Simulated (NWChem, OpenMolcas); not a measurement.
**A ladder of methods for NH2 (SMILES [NH2])**

NH2 has 3 atoms, charge 0, and is taken as a doublet. SMILES: `[NH2]`. Geometry: relaxed at PBE0-D4/def2-TZVP.

```xyz
3

N     0.3371   -0.2000    0.1662
H     0.1308    0.8059    0.1594
H    -0.4678   -0.6059   -0.3256
```

Quantity: the dipole moment, in D. The values are calculated.

```json
{"level": "UHF/def2-TZVPPD", "kind": "Hartree–Fock", "program": "OpenMolcas", "value (D)": "1.88"}
{"level": "USVWN5/def2-TZVPPD", "kind": "LDA", "program": "OpenMolcas", "value (D)": "1.78"}
{"level": "UPBE/def2-TZVPPD", "kind": "GGA", "program": "OpenMolcas", "value (D)": "1.71"}
{"level": "UM06-L/def2-TZVPPD", "kind": "meta-GGA", "program": "OpenMolcas", "value (D)": "1.74"}
{"level": "UPBE0/def2-TZVPPD", "kind": "global hybrid", "program": "NWChem", "value (D)": "1.77"}
```

The values span 1.71 to 1.88 D. Magnitudes only.
